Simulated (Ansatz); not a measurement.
System: SiH$_{4}$, charge 0, triplet. This triplet is an excited state, 4.7 eV above the singlet at CCSD(T)/cc-pV(5+d)Z (Ansatz, an electronic-structure program). SiH4 (parent SMILES [SiH4], triplet).
B3LYP-D3(BJ)/def2-TZVP minimum from Ansatz:
```xyz
5

Si    -0.0412     0.0056    -0.0927
H      0.3619     1.4451     0.3157
H     -1.1920     0.1828     0.9299
H      1.4802    -0.2218    -0.2811
H     -0.0738    -1.4842     0.3330
```
Charge 0, spin multiplicity 3.

Total energies in cc-pV(Q+d)Z, 8 correlated electrons, 5 frozen orbitals. Radicals and triplets start from unrestricted determinants; spin-orbit coupling is neglected. Correlated methods leave the cores frozen. No relativity. The UHF reference of H4Si (parent SMILES [SiH4], triplet) is spin-contaminated (<S^2> up to 0.04 over the pure value in the sets run). The spin of H4Si (parent SMILES [SiH4], triplet) was assumed, and the state is the lowest solution found for it.

```tsv
method	program	energy (Eh)	minus CCSDT(Q) (mEh)
HF	Ansatz	-291.09532	186.14
MP2	Ansatz	-291.24331	38.15
CCSD	Ansatz	-291.27336	8.10
CCSD(T)	Ansatz	-291.27991	1.56
CCSDT(Q)	Ansatz	-291.28146	0.00
```
